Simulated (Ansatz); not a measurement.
# NO2F (nitryl fluoride) at 6 levels

Wanted: a comparison of 6 runs (HF/STO-3G, CAM-B3LYP/STO-3G, PBE/STO-3G, UB3LYP/STO-3G, revPBE/STO-3G, CCSD(T)/STO-3G) of NO2F (nitryl fluoride). 

The results are computed with Ansatz 0.2.0.

58 further runs of the same task are left out: 10 that didn't finish, 48 set aside as unsound or not needed.

## 1. The system as given

NO2F has 4 atoms, charge 0, and is taken as a singlet. As SMILES, `O=[N+]([O-])F`. The N2–O1 distance was set to 2.863 Å, away from the relaxed value. At this shape a bond of the SMILES string is far longer than usual.

Bond lengths: N2–O3 1.145 Å. A long bond or contact: N2–F4 1.545 Å.

## 2. A single-point energy at HF/STO-3G (run 1)

File in.yaml:

```yaml
basis:
  gaussian:
    orbitals: STO-3G
crystal:
  periodic: [false, false, false]
  atoms:
    - {symbol: O, position_ang: [0.307283, 1.312220, 2.606094]}
    - {symbol: "N", position_ang: [0.109710, -0.098240, 0.122020]}
    - {symbol: O, position_ang: [0.475520, -1.064170, -0.373030]}
    - {symbol: F, position_ang: [-0.773970, 0.696460, -0.864650]}
accuracy: high
total_charge: 0
hamiltonian:
  xc: hf
```

Started as:

```
$ ansatz run in.yaml --threads 1 --pin off --max-ram 2610MiB --events-out events.jsonl --progress --plain --runs-dir runs
```

Standard output:

```text
Warning: RAYON_NUM_THREADS=1 ignored (pool sized by the plan → 1); use --threads N
Functional definition: HF
  name "HF"
  exchange = exact_x
  correlation = 0
334 factors; integrals over basis functions are off by at most 2.9e-8 eV
mean field evaluation 1: about -8110.5456 eV, gradient 6.8e1 eV
mean field evaluation 2: about -8110.6303 eV, gradient 6.8e1 eV
mean field evaluation 4: about -8086.4412 eV, gradient 2.1e1 eV
mean field evaluation 8: about -8140.5364 eV, gradient 5.5e-1 eV
mean field evaluation 16: about -8140.5325 eV, gradient 2.1e-8 eV
mean field evaluation 32: about -8140.4880 eV, gradient 2.2e-1 eV
mean field evaluation 64: about -8140.4448 eV, gradient 2.6e-2 eV
mean field evaluation 96: about -8131.3336 eV, gradient 1.7e1 eV
mean field evaluation 128: about -8118.6854 eV, gradient 1.2e1 eV
mean field evaluation 160: about -8140.3885 eV, gradient 5.3e-2 eV
mean field -8140.53247110 eV, -299.1590504618 hartree, gradient 2.1e-8 eV, S^2 0.000000; 3 other end points of the search recorded, 0 dependent functions left out
reference -8140.53247110 eV, -299.1590504618 hartree; 16, 16 occupied and 4, 4 virtual orbitals, 334 factors
Total energy: -8140.53247110 eV, -299.1590504618 hartree
```

Wall time 0.2 s (1 thread of Arm Neoverse V1, shared host).

## 3. A single-point energy at CAM-B3LYP/STO-3G (run 2)

File run.yaml:

```yaml
crystal:
  periodic: [false, false, false]
  atoms:
    - {symbol: O, position_ang: [0.307283, 1.312220, 2.606094]}
    - {symbol: "N", position_ang: [0.109710, -0.098240, 0.122020]}
    - {symbol: O, position_ang: [0.475520, -1.064170, -0.373030]}
    - {symbol: F, position_ang: [-0.773970, 0.696460, -0.864650]}
basis:
  gaussian:
    orbitals: STO-3G
hamiltonian:
  xc: {name: CAM-B3LYP}
accuracy: high
```

Started as:

```
$ ansatz run run.yaml --threads 1 --pin off --max-ram 2610MiB --events-out events.jsonl --progress --plain --runs-dir runs
```

Standard output, cut to the lines that bear on the results:

```text
Warning: RAYON_NUM_THREADS=1 ignored (pool sized by the plan → 1); use --threads N
Functional definition: CAM-B3LYP
  name "CAM-B3LYP"
[...]
334 factors; integrals over basis functions are off by at most 2.9e-8 eV
164 factors; integrals over basis functions are off by at most 1.7e-9 eV
[...]
mean field -8171.10777232 eV, -300.2826720570 hartree, gradient 3.4e-8 eV, S^2 0.000000; 4 other end points of the search recorded, 0 dependent functions left out
reference -8171.10778166 eV, -300.2826724002 hartree; 16, 16 occupied and 4, 4 virtual orbitals, 334 factors
Total energy: -8171.10778166 eV, -300.2826724002 hartree
```

Run time: 3.3 s. Hardware: 1 thread of Arm Neoverse V1, shared host; peak memory 0.093 GiB.

Runs 3 to 5 aren't shown in full; the table further down has their settings and results.

## 4. The energy at CCSD(T)/STO-3G (run 6)

File input.yaml:

```yaml
basis:
  gaussian:
    orbitals: STO-3G
crystal:
  periodic: [false, false, false]
  atoms:
    - {symbol: O, position_ang: [0.307283, 1.312220, 2.606094]}
    - {symbol: N, position_ang: [0.109710, -0.098240, 0.122020]}
    - {symbol: O, position_ang: [0.475520, -1.064170, -0.373030]}
    - {symbol: F, position_ang: [-0.773970, 0.696460, -0.864650]}
correlation:
  method: ccsd_t
  frozen_orbitals: {F: 1, "N": 1, O: 1}
accuracy: high
scf:
  omitted_lower_state_checks: [cluster_reference, increment]
```

Started as:

```
$ ansatz run input.yaml --threads 1 --pin off --max-ram 2610MiB --events-out events.jsonl --progress --plain --runs-dir runs
```

Standard output:

```text
Warning: RAYON_NUM_THREADS=1 ignored (pool sized by the plan → 1); use --threads N
[... 15 lines left out ...]
4 core orbitals not correlated: weight in the atoms' cores, before any rotation towards them, 1.000 or more for the frozen orbitals, at most 0.000 for the correlated occupied ones
[... 156 lines left out ...]
Total energy: -8147.04110413 eV, -299.3982383139 hartree
Checks for a lower state left out: cluster_reference, increment
```

Run time: 0.74 s. Hardware: 1 thread of Arm Neoverse V1, shared host.

## 5. All runs side by side

```
run             level  frozen core orbitals  energy (Eh)  wall time
  1         HF/STO-3G                     –  -299.159050      0.2 s
  2  CAM-B3LYP/STO-3G                     –  -300.282672      3.3 s
  3        PBE/STO-3G                     –  -300.122575      2.7 s
  4     UB3LYP/STO-3G                     –  -300.482910       26 s
  5     revPBE/STO-3G                     –  -300.370990      2.7 s
  6    CCSD(T)/STO-3G                     4  -299.398238     0.74 s
```

## 6. What came out

| quantity | value |
| --- | --- |
| run 6: total energy | -299.39824 Eh |
| run 6: correlation energy (4 core orbitals frozen) | -239.2 mEh |
| run 6: (T) correction | -8.15 mEh |
| run 6: T1 diagnostic | 0.019 |

Totals of different functionals can't be ranked against each other. In run 6 the log says that unrestricted orbitals would lower the reference, so the values rest on an unstable closed-shell determinant (other closed-shell runs at this shape may share the fault). In runs 1, 2, 3, 4, 5, 6 the basis is minimal, so the values are rough. In runs 1, 2, 3, 5, 6 a closed-shell determinant meets a far-stretched bond, which it describes badly. Spin contamination of the reference: run 4 ⟨S²⟩ = 1.00. Where it is this large, the reference is a mixture of spin states, and values that rest on it are in doubt. All runs together took 36 s, the longest 26 s.
